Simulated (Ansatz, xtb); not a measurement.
## C4H9N: which of two isomers lies lower

Structure X is `[H]/N=C\CCC`, a singlet and structure Y is `[H]/N=C/C(C)C`, a singlet. Both are isolated molecules in the gas phase, relaxed with PBE0-D3(BJ)/def2-SVP; the shapes shown needn't be the lowest conformers.

X (Å):

```xyz
14

C    -0.1950    1.3476   -1.0959
C     0.6137    0.7526    0.0459
C     1.2952   -0.5689   -0.3169
C     0.3102   -1.6644   -0.6040
N     0.1598   -2.3291   -1.6723
H    -0.9852    0.6582   -1.4330
H     0.4450    1.5628   -1.9668
H    -0.6781    2.2899   -0.7973
H     1.3835    1.4696    0.3749
H    -0.0388    0.5907    0.9218
H     1.9316   -0.8912    0.5264
H     1.9581   -0.4340   -1.1897
H    -0.3758   -1.9011    0.2319
H     0.8445   -2.0190   -2.3737
```

Y (Å):

```yaml
atoms:
  - { symbol: C, position_ang: [1.2327, 1.3868, -0.2332] }
  - { symbol: C, position_ang: [0.6168, 0.0794, 0.2612] }
  - { symbol: C, position_ang: [1.3534, -1.1361, -0.2984] }
  - { symbol: C, position_ang: [0.6198, 0.0406, 1.7619] }
  - { symbol: N, position_ang: [-0.4471, -0.0289, 2.4422] }
  - { symbol: H, position_ang: [2.2804, 1.4836, 0.0975] }
  - { symbol: H, position_ang: [0.6771, 2.2592, 0.1423] }
  - { symbol: H, position_ang: [1.2282, 1.4280, -1.3333] }
  - { symbol: H, position_ang: [-0.4421, 0.0365, -0.0420] }
  - { symbol: H, position_ang: [0.8842, -2.0758, 0.0297] }
  - { symbol: H, position_ang: [1.3506, -1.1204, -1.3992] }
  - { symbol: H, position_ang: [2.4063, -1.1497, 0.0298] }
  - { symbol: H, position_ang: [1.6317, 0.0782, 2.2216] }
  - { symbol: H, position_ang: [-0.2300, -0.0441, 3.4434] }
```

**Question.** Which of the two would you expect CCSD(T)/def2-SVP + ΔMP2/def2-TZVPP electronic energies to favour?

**Answer.** Too close to call at this level: CCSD(T)/def2-SVP + ΔMP2/def2-TZVPP gives E(Y) − E(X) = −0.083 eV.

How the difference moves with the method:

```csv
level,geometry,E(Y) − E(X) (eV),departure from the last row (eV),"job, with rough time for the two"
GFN2-xTB,GFN2-xTB,+0.001,+0.084,"optimisation, 0.11 s"
HF/STO-3G,GFN2-xTB,+0.015,+0.099,"single point, 0.24 s"
r2SCAN-D4/def2-SVP,GFN2-xTB,−0.059,+0.024,"single point, 2.6 s"
PBE0-D3(BJ)/def2-SVP,PBE0-D3(BJ)/def2-SVP,−0.049,+0.034,"optimisation, 21 s"
HF/def2-SVP,PBE0-D3(BJ)/def2-SVP,−0.061,+0.022,part of the CCSD(T) run
MP2/def2-SVP,PBE0-D3(BJ)/def2-SVP,−0.108,−0.024,part of the CCSD(T) run
CCSD(T)/def2-SVP,PBE0-D3(BJ)/def2-SVP,−0.094,−0.010,single point
CCSD(T)/def2-SVP + ΔMP2/def2-TZVPP,PBE0-D3(BJ)/def2-SVP,−0.083,,"single point, 26 s"
```

As drawn, both hold the same kinds of bond in the same numbers. Structure X has 1 methyl group, Y 2.

GFN2-xTB, HF/STO-3G find them nearly level. The largest departure from CCSD(T)/def2-SVP + ΔMP2/def2-TZVPP is that of HF/STO-3G, 0.099 eV. The last row adds to CCSD(T) the change of the MP2 difference between the two basis sets, here +0.010 eV.

With thermal terms from frequencies at re-optimised GFN2-xTB minima (ideal gas, soft modes damped towards free rotors, one conformer each, 298.15 K, 1 atm): on the last row, ΔE + ΔZPE = −0.100, ΔH = −0.096, ΔG = −0.094 eV.

The correlated steps freeze 5 core orbitals. Codes used: Ansatz 0.2.0, xtb 6.7.1; the last row on 4 threads of Arm Neoverse V1 on a shared host.
